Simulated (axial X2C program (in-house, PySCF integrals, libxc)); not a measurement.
# Which molecule has these constants?

All values come from calculations with an in-house relativistic program for diatomic molecules, spin-free (one-electron X2C) or two-component (2c: spin–orbit coupling with atomic mean-field Coulomb and Gaunt terms, which also bring small scalar terms), in Dyall basis sets with cores contracted in-house; open shells are unrestricted.

A two-component PBE0 calculation in a Dyall 3-zeta basis gave Re = 1.852 Å, ωe = 769.5 cm⁻¹, De = 2.96 eV, Ω = 3/2.

Problem. Which molecule is it?
A. SiB⁺
B. BP⁺
C. NaB⁺
D. BCl⁺
E. MgB⁺

Solution. B. The others have MgB⁺ 2.567 Å and 343.7 cm⁻¹ (Ω = 0); SiB⁺ 2.103 Å and 546.1 cm⁻¹ (Ω = 2); NaB⁺ 2.843 Å and 210.9 cm⁻¹ (Ω = 1/2); BCl⁺ 1.599 Å and 1146.8 cm⁻¹ (Ω = 1/2).

Each entry is the lowest single determinant of a limited PBE0 search at one distance. De goes to single-determinant-based atoms at the same level (for ions the charge split of lowest energy) and is withheld (n/a) where an atom does not fit its ground term or J level. Main or longest-lived isotopes. One determinant is a doubtful description, or other states lie close, for BP⁺, SiB⁺; these need not be ground states, and all values refer to the states named. Some open-shell Ω = 0 determinants are out of reach, so the Ω given for SiB⁺ need not be the lowest component. With several unpaired electrons the Ω given is that of one determinant, not necessarily of the lowest component. Some light 2c atoms are not at their ground J level, so De misses part of their lowering (0.04 eV or less). The functionals have no current term, which raises determinants with orbital currents.
